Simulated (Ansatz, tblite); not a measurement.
# PPPAs tetrahedron (AsP3): charged states by level of theory

An exercise on one series of results from a longer session: the logs are not shown, and one member is left open.

The runs use Ansatz 0.2.0, Gaussian basis; as each input shows.

The runs, in order: charge +1 doublet, at the geometry of the singlet (PBE0-D4/def2-TZVP, PBE-D4/def2-TZVP, r2SCAN-D4/def2-TZVP, CCSD(T)/def2-TZVPP); charge -1 doublet, at the geometry of the singlet (PBE0-D4/def2-TZVPD, PBE-D4/def2-TZVPD, r2SCAN-D4/def2-TZVPD); the starting singlet's energies come from earlier runs.

## The relaxed structure

The singlet was relaxed beforehand with r2SCAN-D4/def2-SVP.

4 atoms, charge 0, spin multiplicity 1.

Atoms are counted from 1 here; the program's logs count them from 0.

Bond lengths: P1–P2 2.216 Å, P1–P3 2.216 Å, P1–As4 2.324 Å, P2–P3 2.216 Å, P2–As4 2.324 Å, P3–As4 2.324 Å. Angles: P2–P1–P3 60.0°, P2–P1–As4 61.5°, P3–P1–As4 61.5°, P1–P2–P3 60.0°, P1–P2–As4 61.5°, P3–P2–As4 61.5°, P1–P3–P2 60.0°, P1–P3–As4 61.5°, P2–P3–As4 61.5°, P1–As4–P2 57.0°, P1–As4–P3 57.0°, P2–As4–P3 57.0°.

The first run:

in.yaml reads:

```yaml
crystal:
  periodic: [false, false, false]
  atoms:
    - {symbol: P, position_ang: [-0.426226, -0.224638, 1.280641]}
    - {symbol: P, position_ang: [0.105888, -1.208764, -0.632305]}
    - {symbol: P, position_ang: [1.246364, 0.561569, 0.057799]}
    - {symbol: As, position_ang: [-0.926016, 0.871833, -0.706145]}
basis:
  gaussian: {orbitals: def2-SVP}
total_charge: 1
magnetization: {spin_polarized: true, initial_magnetization: 1}
hamiltonian: {xc: pbe0, dispersion: d4}
output: {orbitals: {seedname: orbitals}}
```

The run is started by

```sh
> ansatz run in.yaml --threads 4 --pin off --events-out ev --progress --plain --max-ram 3916MiB
```

Steps of the session up to this table: Charge +1 doublet at the fixed geometry, first pass, PBE0-D4/def2-SVP; Charge +1 doublet at the fixed geometry, PBE0-D4/def2-TZVP; Charge +1 doublet at the fixed geometry, PBE-D4/def2-TZVP; Charge +1 doublet at the fixed geometry, r2SCAN-D4/def2-TZVP; Charge +1 doublet at the fixed geometry, CCSD(T)/def2-TZVPP.

One of the session's tables, all rows but one given; the rest of the session is left out.

It belongs to the step «Vertical ionisation energy». 

| method | vertical ionisation energy (eV) |
| --- | --- |
| HF/def2-TZVPP | ? |
| PBE-D4/def2-TZVP | 9.25 |
| r2SCAN-D4/def2-TZVP | 9.37 |
| PBE0-D4/def2-TZVP | 9.35 |
| MP2/def2-TZVPP | 9.56 |
| CCSD/def2-TZVPP | 9.31 |
| CCSD(T)/def2-TZVPP | 9.36 |

Q: Estimate the row for HF/def2-TZVPP from the others.

The run gave: vertical ionisation energy (eV): 8.50. In the column «vertical ionisation energy (eV)» it is the lowest.
